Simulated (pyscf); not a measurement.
Structures and frequencies: ωB97X-D3(BJ)/def2-SVP in PySCF.

Problem. `[SiH3][Si]([SiH3])([SiH3])[Cl]` + `[CH3]` [doublet] → `[SiH3][Si]([SiH3])[Cl]` [doublet] + `[CH3][SiH3]`
Surface: doublet. Broken: Si–Si. Formed: C–Si. Give ΔE‡ and ΔE from ωB97M-D3(BJ)/def2-TZVP, relative to the separated reactants.

Solution. ΔE‡ = 0.26 eV, ΔE = -0.85 eV. Zero-point energy shifts the barrier by +0.11 eV. It is a substitution at Si, with an imaginary mode of 496i cm⁻¹. One saddle was located; it need not be the lowest between these sides. The angle at the attacked Si is 179°.
